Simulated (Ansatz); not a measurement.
Two structures, one formula

Two isomers of SiNH$_{4}$S (charge +1), singlet, relaxed at PBE0-D4/def2-TZVP (vibrations not checked).

A:

```
7
angstrom
N -0.5177 0.5239 0.0016
Si 0.6085 -0.5796 0.4591
S 0.1231 -2.0275 1.8147
H 1.3688 -2.5472 1.7552
H -0.3156 1.2563 -0.6670
H -1.4699 0.5564 0.3414
H 1.9409 -0.4654 -0.1456
```

B:

```tsv
atom	x (Å)	y (Å)	z (Å)
N1	-1.0425	0.3986	-0.5192
Si2	0.8197	0.5366	0.2060
S3	0.9445	-1.5464	0.3645
H4	-1.0844	-0.1377	-1.3882
H5	-1.4195	1.3253	-0.7197
H6	-1.6840	-0.0515	0.1370
H7	2.1984	-1.5011	0.8592
```

Program: Ansatz 0.2.0. Basis: def2-TZVPP. Cores are frozen in the correlated methods. B3LYP uses VWN-RPA correlation.

(1) Which structure is lower at CCSD(T), and by how much? (An estimate is asked for; the value comes from the calculation.)

T1 diagnostic: at most 0.015. The restricted Hartree–Fock reference is unstable towards an unrestricted one at one or more of these structures.

Results:

(1) Computed: A, by 5.66 kcal/mol (electronic energy, against the other). By their contacts, A is SiNH₄S ([NH2][SiH][SH]), total charge +1 and B is SiNH₄S ([NH3][Si][SH]), total charge +1.

All methods give the same order:

| method | E(B) − E(A) (kcal/mol) |
| --- | --- |
| PBE-D4 | 4.31 |
| r2SCAN-D4 | 9.05 |
| PBE0-D4 | 6.16 |
| B3LYP-D4 | 5.97 |
| wB97M-V | 4.67 |
| HF | 10.71 |
| MP2 | 8.62 |
| CCSD | 6.21 |
| CCSD(T) | 5.66 |

Labels in which every atom is bracketed show which atoms are joined, not bond orders.
